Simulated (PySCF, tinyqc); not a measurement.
Worked calculation: MP2 on RHF in the sto-3g basis, frozen core, for BH, spin multiplicity 1. The lowest restricted solution is unstable here: a spin-polarised one lies 0.0080 hartree lower (PySCF). Computed by tinyqc, a small Python program that keeps every step (integrals from PySCF). Settings: charge = 0, multiplicity = 1, basis = sto-3g, method = RHF, frozen orbitals = 1, energy threshold = 1e-10, iteration cap = 77, orthogonalisation = symmetric, start = atomic densities, DIIS depth = 6. Command: `OMP_NUM_THREADS=1 python tinyqc.py 23741 23742 out.jsonl` (the two numbers bound the seeds that draw the settings). One thread of a shared host (Intel(R) Xeon(R) Processor @ 2.60GHz), about 0.1 s of CPU time with the checks. The early iterations of the SCF are left out here.

## One-electron integrals

Geometry (angstrom):
```
atom         x         y         z
B     0.000000  0.000000  0.000000
H     0.000000  0.000000  1.819000
```

Basis sto-3g: exponents (1/bohr^2) and contraction coefficients of normalised primitives:
```
element  l (shell)   exponent  coefficient
B            s (1)  48.791113     0.154329
B            s (1)   8.887362     0.535328
B            s (1)   2.405267     0.444635
B            s (2)   2.236956    -0.099967
B            s (2)   0.519821     0.399513
B            s (2)   0.169062     0.700115
B            p (3)   2.236956     0.155916
B            p (3)   0.519821     0.607684
B            p (3)   0.169062     0.391957
H            s (1)   3.425251     0.154329
H            s (1)   0.623914     0.535328
H            s (1)   0.168855     0.444635
```

Overlap, kinetic and nuclear-attraction integrals over the contracted functions; the nuclear repulsion is the sum of Za Zb / Rab.

nuclear repulsion = 1.45458277 hartree

overlap S, lower triangle:
```
           1B 1s     1B 2s    1B 2px    1B 2py    1B 2pz     2H 1s
1B 1s   1.000000
1B 2s   0.269328  1.000000
1B 2px  0.000000  0.000000  1.000000
1B 2py  0.000000  0.000000  0.000000  1.000000
1B 2pz  0.000000  0.000000  0.000000  0.000000  1.000000
2H 1s   0.016387  0.213269  0.000000  0.000000  0.262432  1.000000
```

kinetic energy T (hartree), lower triangle:
```
            1B 1s     1B 2s    1B 2px    1B 2py    1B 2pz     2H 1s
1B 1s   10.826302
1B 2s   -0.047967  0.359168
1B 2px   0.000000  0.000000  1.123881
1B 2py   0.000000  0.000000  0.000000  1.123881
1B 2pz   0.000000  0.000000  0.000000  0.000000  1.123881
2H 1s   -0.004833  0.000414  0.000000  0.000000  0.038395  0.760032
```

nuclear attraction V (hartree), lower triangle:
```
             1B 1s      1B 2s     1B 2px     1B 2py     1B 2pz      2H 1s
1B 1s   -23.438305
1B 2s    -3.217714  -4.061872
1B 2px    0.000000   0.000000  -4.015947
1B 2py    0.000000   0.000000   0.000000  -4.015947
1B 2pz   -0.007953  -0.080055   0.000000   0.000000  -4.062581
2H 1s    -0.196764  -0.651372   0.000000   0.000000  -0.747357  -2.679829
```

core Hamiltonian H = T + V (hartree), lower triangle:
```
             1B 1s      1B 2s     1B 2px     1B 2py     1B 2pz      2H 1s
1B 1s   -12.612003
1B 2s    -3.265681  -3.702704
1B 2px    0.000000   0.000000  -2.892066
1B 2py    0.000000   0.000000   0.000000  -2.892066
1B 2pz   -0.007953  -0.080055   0.000000   0.000000  -2.938701
2H 1s    -0.201596  -0.650959   0.000000   0.000000  -0.708961  -1.919797
```

## Two-electron integrals

Functions are numbered as in S; the eight-fold symmetry (ij|kl) = (ji|kl) = (kl|ij) leaves the list below.

Two-electron integrals (ij|kl) in chemists' order, unique and non-zero (hartree):
```
(11|11) 2.923513   (21|11) 0.518376   (21|21) 0.109262   (22|11) 0.744229
(22|21) 0.193177   (22|22) 0.544804   (31|31) 0.020264   (32|31) 0.029996
(32|32) 0.120346   (33|11) 0.742491   (33|21) 0.193240   (33|22) 0.544682
(33|33) 0.586773   (41|41) 0.020264   (42|41) 0.029996   (42|42) 0.120346
(43|43) 0.031630   (44|11) 0.742491   (44|21) 0.193240   (44|22) 0.544682
(44|33) 0.523513   (44|44) 0.586773   (51|51) 0.020264   (52|51) 0.029996
(52|52) 0.120346   (53|53) 0.031630   (54|54) 0.031630   (55|11) 0.742491
(55|21) 0.193240   (55|22) 0.544682   (55|33) 0.523513   (55|44) 0.523513
(55|55) 0.586773   (61|11) 0.031378   (61|21) 0.006592   (61|22) 0.011708
(61|33) 0.011662   (61|44) 0.011662   (61|51) 0.000472   (61|52) 0.000875
(61|55) 0.011805   (61|61) 0.000410   (62|11) 0.103181   (62|21) 0.027357
(62|22) 0.088864   (62|33) 0.086157   (62|44) 0.086157   (62|51) 0.002942
(62|52) 0.020331   (62|55) 0.094183   (62|61) 0.001761   (62|62) 0.023794
(63|31) 0.002284   (63|32) 0.011642   (63|53) 0.003489   (63|63) 0.002088
(64|41) 0.002284   (64|42) 0.011642   (64|54) 0.003489   (64|64) 0.002088
(65|11) 0.110818   (65|21) 0.029691   (65|22) 0.101316   (65|33) 0.096384
(65|44) 0.096384   (65|51) 0.004821   (65|52) 0.031582   (65|55) 0.111060
(65|61) 0.001968   (65|62) 0.031264   (65|65) 0.042332   (66|11) 0.290602
(66|21) 0.078237   (66|22) 0.287247   (66|33) 0.273784   (66|44) 0.273784
(66|51) 0.007850   (66|52) 0.075436   (66|55) 0.313769   (66|61) 0.005039
(66|62) 0.109931   (66|65) 0.155106   (66|66) 0.774606
```

## Orthogonalisation

S = U s U^T; symmetric (Loewdin) form X = U s^(-1/2) U^T, so that X^T S X = 1.

eigenvalues of S: 0.614413  0.812386  1.000000  1.000000  1.172222  1.400979

X, lower triangle:
```
            1B 1s      1B 2s    1B 2px    1B 2py     1B 2pz     2H 1s
1B 1s    1.029256
1B 2s   -0.144231   1.048851
1B 2px   0.000000   0.000000  1.000000
1B 2py   0.000000   0.000000  0.000000  1.000000
1B 2pz  -0.003642   0.023832  0.000000  0.000000   1.028238
2H 1s    0.015613  -0.118862  0.000000  0.000000  -0.141663  1.047378
```

## Starting guess

The start is atomic minimal-basis densities projected into this basis (PySCF's MINAO start) and scaled to the electron count of each spin; this density is not idempotent, so its energy is not variational and may lie below the converged one.

D at the start, lower triangle:
```
            1B 1s      1B 2s    1B 2px    1B 2py    1B 2pz     2H 1s
1B 1s    2.180391
1B 2s   -0.569662   2.127403
1B 2px   0.000000   0.000000  0.320778
1B 2py   0.000000   0.000000  0.000000  0.320778
1B 2pz   0.008187  -0.026102  0.000000  0.000000  0.302719
2H 1s   -0.032014   0.118624  0.000000  0.000000  0.054064  0.976857
```

## Iteration 8 (converged): orbitals

converged F (hartree), lower triangle:
```
            1B 1s      1B 2s    1B 2px    1B 2py     1B 2pz      2H 1s
1B 1s   -7.380515
1B 2s   -2.151594  -1.021964
1B 2px   0.000000   0.000000  0.245883
1B 2py   0.000000   0.000000  0.000000  0.245883
1B 2pz  -0.015090   0.013844  0.000000  0.000000   0.015527
2H 1s   -0.136925  -0.240307  0.000000  0.000000  -0.271068  -0.154511
```

Diagonalise F' = X^T F X, C = X C', fill 3 alpha and 3 beta electrons from the bottom; D = 2 C_occ C_occ^T. Each column has its largest component positive (the first on a tie).

F' = X^T F X (hartree), lower triangle:
```
           1          2         3         4          5          6
1  -7.204326
2  -1.108648  -0.571431
3   0.000000   0.000000  0.245883
4   0.000000   0.000000  0.000000  0.245883
5  -0.029987   0.068723  0.000000  0.000000   0.094253
6   0.022661  -0.169095  0.000000  0.000000  -0.286330  -0.041112
```

orbital energies (hartree): MO1 -7.384774, MO2 -0.464672, MO3 -0.230017, MO4 0.245883, MO5 0.245883, MO6 0.356846

coefficients C:
```
              MO1        MO2        MO3        MO4       MO5        MO6
1B 1s    0.992732  -0.269905   0.124887   0.000000  0.000000  -0.080407
1B 2s    0.026056   0.899585  -0.471653   0.000000  0.000000   0.321246
1B 2px   0.000000   0.000000   0.000000  -0.206245  0.978500   0.000000
1B 2py   0.000000   0.000000   0.000000   0.978500  0.206245   0.000000
1B 2pz   0.002707   0.067973   0.574995   0.000000  0.000000   0.861787
2H 1s   -0.003249   0.329708   0.630138   0.000000  0.000000  -0.790980
```

D after iteration 8, lower triangle:
```
            1B 1s      1B 2s    1B 2px    1B 2py    1B 2pz     2H 1s
1B 1s    2.147924
1B 2s   -0.551679   2.064776
1B 2px   0.000000   0.000000  0.000000
1B 2py   0.000000   0.000000  0.000000  0.000000
1B 2pz   0.112302  -0.419961  0.000000  0.000000  0.670494
2H 1s   -0.027039  -0.001381  0.000000  0.000000  0.769458  1.011585
```

Within a degenerate level the vectors are fixed only up to a rotation; this is one choice.

## Convergence

Stop when the energy changes by less than 1e-10 hartree and every element of the error matrix X^T (F D S - S D F) X is below 3e-06.

Course of the cycle:
```
iteration   E (hartree)     change  largest element of the error matrix
1          -24.50909254          -                             2.02e-01
2          -24.59218163  -8.31e-02                             2.40e-01
3          -24.63487707  -4.27e-02                             1.38e-01
4          -24.65334684  -1.85e-02                             3.97e-03
5          -24.65336048  -1.36e-05                             5.50e-04
6          -24.65336107  -5.87e-07                             9.39e-06
7          -24.65336107  -1.57e-10                             6.21e-07
8          -24.65336107  -5.26e-13                             8.07e-11
```

PySCF RHF in the same basis = -24.65336107 hartree

Converged in 8 iterations.

## Populations, bond orders and dipole

Mulliken: Z minus the diagonal of D S on the atom; Loewdin: the same with S^(1/2) D S^(1/2); Mayer order: 2 sum_s sum (D(s) S)_ij (D(s) S)_ji over the two atoms.

Charges (e):
```
atom   Mulliken    Loewdin
1B     0.212778   0.207349
2H    -0.212778  -0.207349
```

Mayer bond orders:
```
pair     order
2-1   0.954726
```

dipole moment about the origin, x y z (debye): 0.000000  0.000000  -0.593230

## Integrals over molecular orbitals

(pq|rs) = sum C_ip C_jq C_kr C_ls (ij|kl), one index at a time.

one-electron integrals over orbitals h = C^T H C (hartree), lower triangle:
```
            1          2          3          4          5          6
1  -12.599467
2    0.329393  -2.943179
3   -0.143559   0.255580  -2.485835
4    0.000000   0.000000   0.000000  -2.892066
5    0.000000   0.000000   0.000000   0.000000  -2.892066
6    0.096499  -0.364543  -0.456302   0.000000   0.000000  -2.450085
```

Two-electron integrals over orbitals (pq|rs), unique and non-zero (hartree); the lowest 1 orbital is frozen and left out:
```
(22|22) 0.471979    (32|22) -0.009990   (32|32) 0.115765    (33|22) 0.426230
(33|32) 0.006239    (33|33) 0.467439    (42|42) 0.091329    (43|42) -0.037581
(43|43) 0.030808    (44|22) 0.486570    (44|32) -0.076141   (44|33) 0.412247
(44|44) 0.586773    (52|52) 0.091329    (53|52) -0.037581   (53|53) 0.030808
(54|54) 0.031630    (55|22) 0.486570    (55|32) -0.076141   (55|33) 0.412247
(55|44) 0.523513    (55|55) 0.586773    (62|22) 0.056326    (62|32) -0.006778
(62|33) -0.026582   (62|44) 0.074258    (62|55) 0.074258    (62|62) 0.086933
(63|22) 0.044690    (63|32) -0.111726   (63|33) -0.006949   (63|44) 0.104393
(63|55) 0.104393    (63|62) 0.054484    (63|63) 0.153608    (64|42) 0.025936
(64|43) 0.005202    (64|64) 0.025415    (65|52) 0.025936    (65|53) 0.005202
(65|65) 0.025415    (66|22) 0.465635    (66|32) 0.049541    (66|33) 0.465527
(66|44) 0.437419    (66|55) 0.437419    (66|62) 0.024396    (66|63) -0.022849
(66|66) 0.525441
```

## Second-order Moller-Plesset energy

Hartree-Fock energy = -24.65336107 hartree

E2 = sum_ijab (ia|jb) [2 (ia|jb) - (ib|ja)] / (e_i + e_j - e_a - e_b) over occupied i, j and virtual a, b; the opposite-spin part is (ia|jb)^2 / denominator, the rest is same-spin, and SCS-MP2 scales them by 6/5 and 1/3.

Terms:
```
i  j  a  b    (ia|jb)    (ib|ja)  denominator       term
3  3  6  6   0.153608   0.153608    -1.173728  -0.020103
2  2  4  4   0.091329   0.091329    -1.421110  -0.005869
2  2  5  5   0.091329   0.091329    -1.421110  -0.005869
2  2  6  6   0.086933   0.086933    -1.643037  -0.004600
3  2  6  6   0.054484   0.054484    -1.408382  -0.002108
2  3  6  6   0.054484   0.054484    -1.408382  -0.002108
2  3  4  4  -0.037581  -0.037581    -1.186456  -0.001190
2  3  5  5  -0.037581  -0.037581    -1.186456  -0.001190
3  2  4  4  -0.037581  -0.037581    -1.186456  -0.001190
3  2  5  5  -0.037581  -0.037581    -1.186456  -0.001190
3  3  5  5   0.030808   0.030808    -0.951801  -0.000997
3  3  4  4   0.030808   0.030808    -0.951801  -0.000997
```

Pair energies (hartree; pair i-j sums ij and ji):
```
pair  opposite spin  same spin
2-2       -0.016338   0.000000
3-2       -0.008977   0.000000
3-3       -0.022097   0.000000
```

MP2 correlation energy = -0.04741254 hartree

SCS-MP2 correlation energy = -0.05689505 hartree

MP2 total energy = -24.70077361 hartree
